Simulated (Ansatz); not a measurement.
Species: dihydrogen, H2 (charge 0, singlet). 
Structure (B3LYP-D3(BJ)/def2-TZVP (Ansatz, an electronic-structure program) minimum search):
```
H
H 1 0.7440
```

Basis-set convergence of Hartree-Fock and CCSD(T) correlation energies (hartree) with Ansatz. No spin-orbit coupling. No relativistic terms.

```json
[
 {"basis": "def2-SVP", "functions": "10", "E(HF)": "-1.12892", "E(corr, CCSD(T))": "-0.03449"},
 {"basis": "def2-TZVPP", "functions": "28", "E(HF)": "-1.13293", "E(corr, CCSD(T))": "-0.03941"},
 {"basis": "def2-QZVPP", "functions": "60", "E(HF)": "-1.13352", "E(corr, CCSD(T))": "-0.04035"}
]
```

Extrapolating the two largest sets (X = 3 and 4) as X^-3: E(corr) = (64·(-0.04035) - 27·(-0.03941))/37 = -0.0410 Eh, an estimate of the basis-set limit. The largest set recovers 98.3 % of it, the smallest 84.0 %.
